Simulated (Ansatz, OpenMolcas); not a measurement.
# How methods differ on BCl2 (SMILES Cl[B]Cl)

BCl2 has 3 atoms, charge 0, and is taken as a doublet. As SMILES, `Cl[B]Cl`. Geometry: relaxed at PBE0-D4/def2-TZVP.

```xyz
3

Cl    0.3715   -1.5256    0.0300
B    -0.4639   -0.0503   -0.2569
Cl    0.0815    1.5111    0.2137
```

Each level gives the energy change with the Cl1–B2 bond stretched from 1.720 to 3.439 Å (eV). The values are calculated.

| level | kind | program | value (eV) | CPU time (all runs) |
| --- | --- | --- | --- | --- |
| USVWN5/STO-3G | LDA | Ansatz | 4.67 | 3.5 s |
| U-revPBE/STO-3G | GGA | Ansatz | 3.94 | 5.9 s |
| U-r2SCAN/STO-3G | meta-GGA | OpenMolcas | 4.32 | 22 s |
| U-wB97M-V/STO-3G | range-separated hybrid | Ansatz | ? | 62 s |
| U-wB97X/STO-3G | range-separated hybrid | Ansatz | 4.19 | 26 s |
| UHSE06/STO-3G | range-separated hybrid | Ansatz | ? | 5.6 s |
| UCCSD/STO-3G | coupled cluster or CI | Ansatz | 3.42 | 2.3 s |
| FCI/STO-3G | exact in the basis | Ansatz | 3.42 | 3.3 s |

Estimate what the levels marked ? give.

As computed at these levels: U-wB97M-V/STO-3G: 4.07 eV; UHSE06/STO-3G: 4.31 eV. The first shape isn't each level's own minimum. The values span 3.42 to 4.67 eV. Spin contamination of the reference (⟨S²⟩ at least 0.1 too high) touches UCCSD/STO-3G. All rows use very small basis sets, so even the best lies far from the true value. Times are those of the runs behind each value, whatever else they computed, on shared processors of several kinds: orders of magnitude only.
